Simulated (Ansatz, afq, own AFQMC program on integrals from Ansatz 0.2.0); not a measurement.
## CH₂O, triplet: energetics from AFQMC and coupled cluster

```xyz
4

O     0.0000    0.0000    0.6438
C     0.0000    0.0000   -0.6606
H     0.0000   -0.9567   -1.1734
H     0.0000    0.9567   -1.1734
```

Geometry: a PBE0/def2-TZVP stationary point, not shown to be a minimum. Basis cc-pVDZ. Only valence electrons are correlated. AFQMC by an in-house program on the Cholesky factors that Ansatz 0.2.0 writes for its CCSD(T) run. ph-AFQMC/CISD is guided by a CISD state made of CCSD amplitudes; releasing the constraint for a short imaginary time cuts its bias at the price of noise, slowly where states lie close. Uncertainties: one standard error, sampling alone.

Best estimates are CCSD(T) at the basis-set limit (def2-TZVPP/QZVPP) plus the step from CCSD(T) to the highest rung at hand in cc-pVDZ, named in the table (released AFQMC can keep some 10 meV of bias). No zero-point, core-correlation or spin–orbit terms. Other levels are in cc-pVDZ, the functionals in def2-TZVP; a dash marks a level that is missing or breaks spin symmetry for a member.

Cautions: CH₂O (triplet): another spin lies lower; CH₂O (singlet): restricted determinant unstable towards unrestricted (UHF 128 meV lower, ⟨S²⟩ 0.34), its ph-AFQMC/CISD value lies 18 ± 5 meV above CCSDTQ; CH₂O⁺ (quartet): lower spins were not checked; row 2: this needn't be the first ionization.

```tsv
process	r2SCAN (eV)
to charge +0, singlet (vertical)	-2.43
to charge +1, quartet (vertical)	13.28
to free atoms	13.36
```

Problem. From these values, estimate the best estimates.

Solution. 
```json
{"process": "to charge +0, singlet (vertical)", "best estimate (eV)": "-3.00", "highest rung": "CCSDT(Q)"}
{"process": "to charge +1, quartet (vertical)", "best estimate (eV)": "13.55", "highest rung": "CCSDT(Q)"}
{"process": "to free atoms", "best estimate (eV)": "12.90", "highest rung": "CCSDT(Q)"}
```

Errors against the best estimates in eV, in the same order:

| level | error, 1 | error, 2 | error, 3 |
| --- | --- | --- | --- |
| MP2 | -0.27 | -0.48 | -1.17 |
| CCSD(T) | 0.05 | -0.62 | -1.18 |
| ph-AFQMC/CISD | 0.05 ± 0.006 | -0.63 ± 0.005 | -1.17 ± 0.004 |
| CCSD(T)/CBS | 0.01 | 0.00 | -0.02 |
| PBE | 0.28 | -0.09 | 0.78 |
| r2SCAN | 0.57 | -0.27 | 0.46 |
| PBE0 | 0.48 | -0.22 | 0.29 |
| B3LYP | 0.36 | -0.03 | 0.24 |
| wB97M-V | 0.24 | -0.11 | 0.15 |
| B2PLYP | 0.13 | -0.13 | -0.05 |

Cost at the first geometry (cards were shared with other jobs): PBE0/cc-pVDZ, 0.48 s on 1 thread of AMD EPYC 7R13 Processor (Zen 3), with other jobs on the host; UCCSD(T)/cc-pVDZ, 1.8 s on 1 × NVIDIA H100 80GB HBM3 with 1 thread of AMD EPYC 7R13 Processor (Zen 3) (shared host); CCSD(T)/def2-QZVPP, 3.5 s on 1 × NVIDIA H100 80GB HBM3 with 1 thread of AMD EPYC 7R13 Processor (Zen 3), with other jobs on the host; CCSDT(Q), 2.8 s on 1 × NVIDIA H100 80GB HBM3 with 1 thread of AMD EPYC 7R13 Processor (Zen 3), on a shared host; ph-AFQMC/CISD with release, 31 s on 1 × NVIDIA H100 80GB HBM3 with 2 threads of AMD EPYC 7R13 Processor (Zen 3), on a shared host.

Best estimates are given only where the step beyond CCSD(T) is under 0.3 eV and no member's determinant is very poor (T1 over 0.05, or 0.07 for open shells, ⟨S²⟩ too high by 0.3, two states mixed), so the hardest cases are missing from such tables.

The functionals ran in a triple-zeta set and keep a basis error of their own, a few kJ/mol for each bond in atomization energies and more for double hybrids, so close places among them and the extrapolated levels can swap.

CCSDT and higher add their correlation energy to the determinant of the CCSD(T) run, since their own runs factorise the integrals more tightly (a shift of under 2 meV). Each member of a difference takes its own highest rung, so a best estimate needn't equal the limit plus the step of one row. A walk keeps the symmetry of its determinant, which the program's search chose and which needn't be the lowest solution, so a lower state of the same spin and another symmetry isn't excluded.
